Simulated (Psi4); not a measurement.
**CAM-B3LYP/aug-cc-pVDZ run of CH5OSi− (SMILES CO[SiH2-])**

Aim: the vertical ionisation energy of CH5OSi− at CAM-B3LYP/aug-cc-pVDZ, from 2 runs. 

Program for the calculation: Psi4 1.11.

2 further runs of the same task are left out: 1 that didn't finish, 1 set aside as unsound or not needed.

### Step 1. The molecule

CH5OSi− has 8 atoms, charge -1, and is taken as a singlet. As SMILES, `CO[SiH2-]`. The shape is that of a GFN2-xTB optimisation. This is one conformer, not always the lowest.

Bond lengths: C1–O2 1.342 Å, O2–Si3 1.753 Å, C1–H4 1.110 Å, C1–H5 1.109 Å, C1–H6 1.105 Å, Si3–H7 1.526 Å, Si3–H8 1.497 Å. Angles: C1–O2–Si3 113.7°, O2–C1–H4 112.5°, O2–C1–H5 112.8°, O2–C1–H6 110.5°, O2–Si3–H7 99.1°, O2–Si3–H8 94.0°, H4–C1–H5 105.9°, H4–C1–H6 107.6°, H5–C1–H6 107.3°, H7–Si3–H8 100.4°.

### Step 2. Energy and forces at CAM-B3LYP/aug-cc-pVDZ

File job.inp:

```
memory 1600 MB

molecule {
  -1 1
  C     -0.497110     0.956740    -0.216970
  O     -0.599520    -0.211900     0.434560
  Si     0.471770    -1.456200    -0.179060
  H     -0.757450     0.867050    -1.292030
  H      0.528880     1.376040    -0.187260
  H     -1.172130     1.709050     0.229470
  H      1.807550    -0.853630     0.245430
  H      0.218010    -2.387140     0.965870
  units angstrom
  symmetry c1
  no_reorient
  no_com
}

set {
  basis aug-cc-pVDZ
  puream true
  e_convergence 1e-09
  d_convergence 1e-08
  scf_type pk
  dft_radial_points 99
  dft_spherical_points 590
}

energy_value, wavefunction = gradient('cam-b3lyp', return_wfn=True)
oeprop(wavefunction, 'WIBERG_LOWDIN_INDICES', 'LOWDIN_CHARGES', 'QUADRUPOLE')
```

Launch:

```bash
$ psi4 job.inp job.out -n 1
```

job.out:

```text
[...]
  Running in c1 symmetry.
[...]
  Nuclear repulsion =  109.168226568381385
[...]
  Multiplicity = 1
[...]
  Nalpha       = 17
  Nbeta        = 17
[...]
    Number of basis functions: 118
[...]
   @RKS iter   1:  -405.50542574869201   -3.62828e-01   6.27088e-03 ADIIS/DIIS
[...]
   @RKS iter  13:  -405.79908800854821   -1.41540e-11   4.39364e-09 DIIS
[...]
    Orbital Energies [Eh]
    ---------------------
    Doubly Occupied:
       1A    -65.990659     2A    -19.013661     3A    -10.133939
       4A     -5.132925     5A     -3.494165     6A     -3.491596
       7A     -3.488481     8A     -0.914422     9A     -0.574676
      10A     -0.413454    11A     -0.348464    12A     -0.343977
      13A     -0.288712    14A     -0.191959    15A     -0.178899
      16A     -0.153328    17A     -0.031278
[...]
  @RKS Final Energy:  -405.79908800854821
   => Energetics <=
    Nuclear Repulsion Energy =            109.1682265683813853
    One-Electron Energy =                -782.6597610296445282
    Two-Electron Energy =                 295.1967217507083774
    DFT Exchange-Correlation Energy =     -27.5042752979934129
    Empirical Dispersion Energy =           0.0000000000000000
    VV10 Nonlocal Energy =                  0.0000000000000000
    Total Energy =                       -405.7990880085482104
[...]
  -Total Gradient:
     Atom            X                  Y                   Z
    ------   -----------------  -----------------  -----------------
       1        0.002263851613    -0.031528271492     0.014928488742
       2        0.008711144380     0.017087362530    -0.021332426993
       3        0.000155266081     0.014769753155     0.022527507137
       4        0.000818329055    -0.001503081899     0.002854233802
       5       -0.002338323760    -0.002912281356    -0.000599946526
       6        0.000758472700    -0.002120303031     0.000123387386
       7       -0.007611244072    -0.002444433791    -0.006947366128
       8       -0.002751480712     0.008652611082    -0.011558386951
[...]
 Multipole Moments:
 ------------------------------------------------------------------------------------
     Multipole            Electronic (a.u.)      Nuclear  (a.u.)        Total (a.u.)
 ------------------------------------------------------------------------------------
 L = 1.  Multiply by 2.5417464519 to convert [e a0] to [Debye]
 Dipole X            :          0.5067096           -1.0377998           -0.5310902
 Dipole Y            :         31.9606522          -29.5367784            2.4238738
 Dipole Z            :          1.0602688           -0.7005215            0.3597473
 Magnitude           :                                                    2.5073171
 L = 2.  Multiply by 1.3450342976 to convert [e a0^2] to [Debye ang]
 Quadrupole XX       :        -74.3785962           46.4814786          -27.8971176
 Quadrupole XY       :         56.9680037          -55.1758782            1.7921255
[...]
```

It took 2.3 min on 1 thread of Intel Xeon at 2.70GHz, shared host; peak memory 0.99 GiB.

### Step 3. Doublet neutral CH5OSi at the same level

File run.py:

```python
import psi4

psi4.set_memory('1600 MB')
psi4.set_num_threads(1)
psi4.set_output_file('run.log', False)

mol = psi4.geometry("""
0 2
C     -0.497110     0.956740    -0.216970
O     -0.599520    -0.211900     0.434560
Si     0.471770    -1.456200    -0.179060
H     -0.757450     0.867050    -1.292030
H      0.528880     1.376040    -0.187260
H     -1.172130     1.709050     0.229470
H      1.807550    -0.853630     0.245430
H      0.218010    -2.387140     0.965870
units angstrom
symmetry c1
""")

options = {'basis': 'aug-cc-pVDZ', 'reference': 'uks', 'puream': True, 'e_convergence': 1e-09, 'd_convergence': 1e-08, 'scf_type': 'pk', 'dft_radial_points': 99, 'dft_spherical_points': 590, 'maxiter': 200}
psi4.set_options(options)

E = psi4.gradient("CAM-B3LYP", molecule=mol)
print('gradient / Eh bohr^-1')
print(E.np.round(6))
```

Launch:

```bash
$ python run.py
```

run.log (excerpt; [...] marks lines left out):

```text
[...]
  Running in c1 symmetry.
[...]
  Nuclear repulsion =  109.168226568381385
[...]
  Multiplicity = 2
[...]
  Nalpha       = 17
  Nbeta        = 16
[...]
    Number of basis functions: 118
[...]
   @UKS iter   1:  -405.52102201978198   -3.78425e-01   5.71804e-03 ADIIS/DIIS
[...]
   @UKS iter  14:  -405.74011000070993   -5.96856e-12   5.29828e-09 DIIS
[...]
   @S^2 Observed:                7.530598081E-01
[...]
  @UKS Final Energy:  -405.74011000070993
   => Energetics <=
    Nuclear Repulsion Energy =            109.1682265683813853
    One-Electron Energy =                -775.4451057518497237
    Two-Electron Energy =                 287.9095098666525132
    DFT Exchange-Correlation Energy =     -27.3727406838941647
    Empirical Dispersion Energy =           0.0000000000000000
    VV10 Nonlocal Energy =                  0.0000000000000000
    Total Energy =                       -405.7401100007099330
[...]
 Multipole Moments:
 ------------------------------------------------------------------------------------
     Multipole            Electronic (a.u.)      Nuclear  (a.u.)        Total (a.u.)
 ------------------------------------------------------------------------------------
 L = 1.  Multiply by 2.5417464519 to convert [e a0] to [Debye]
 Dipole X            :         -0.4928804            0.7265623            0.2336819
 Dipole Y            :         -3.0872073            3.1012796            0.0140724
 Dipole Z            :         -0.5404473            0.0162552           -0.5241922
 Magnitude           :                                                    0.5740929
[...]
  -Total Gradient:
     Atom            X                  Y                   Z
    ------   -----------------  -----------------  -----------------
       1       -0.000150912220    -0.057367412182     0.027539153066
       2       -0.007471079661     0.062106943626    -0.001972899448
       3        0.005727771987    -0.018209826845    -0.046752643603
       4        0.002193670696    -0.003022185320    -0.002590990166
       5        0.000574609378    -0.001008772605    -0.001446782382
       6       -0.001686428893     0.002109968635     0.001625936203
       7       -0.000994937394     0.002578830339     0.015140405678
       8        0.001813344753     0.012813561565     0.008453434660
[...]
```

Standard output:

```text
gradient / Eh bohr^-1
[[-0.000151 -0.057367  0.027539]
 [-0.007471  0.062107 -0.001973]
 [ 0.005728 -0.01821  -0.046753]
 [ 0.002194 -0.003022 -0.002591]
 [ 0.000575 -0.001009 -0.001447]
 [-0.001686  0.00211   0.001626]
 [-0.000995  0.002579  0.01514 ]
 [ 0.001813  0.012814  0.008453]]
```

It took 2.6 min on 1 thread of Intel Xeon at 2.70GHz, shared host; peak memory 0.99 GiB.

### Step 4. Results

Level: CAM-B3LYP/aug-cc-pVDZ.

```
                                                              quantity          value
                                         singlet CH5OSi−: total energy  -405.79909 Eh
                                          singlet CH5OSi−: HOMO energy       -0.85 eV
                                          singlet CH5OSi−: LUMO energy        3.29 eV
singlet CH5OSi−: HOMO–LUMO gap (to an unbound level, set by the basis)        4.14 eV
                             singlet CH5OSi−: largest force on an atom     1.798 eV/Å
                                  doublet neutral CH5OSi: total energy  -405.74011 Eh
                                 doublet neutral CH5OSi: dipole moment         1.46 D
            doublet neutral CH5OSi: HOMO energy (highest over α and β)       -8.21 eV
             doublet neutral CH5OSi: LUMO energy (lowest over α and β)       -2.47 eV
                                          doublet neutral CH5OSi: ⟨S²⟩          0.753
                      doublet neutral CH5OSi: largest force on an atom     3.272 eV/Å
                   vertical detachment energy (to the doublet neutral)       1.605 eV
```

The vertical ionisation energy comes to 1.60 eV (37 kcal/mol). The largest force (singlet CH5OSi−) is 1.80 eV/Å: the shape isn't a stationary point for this species at this level. The negative HOMO energy of the first species, 0.85 eV, lies 0.75 eV below that difference.
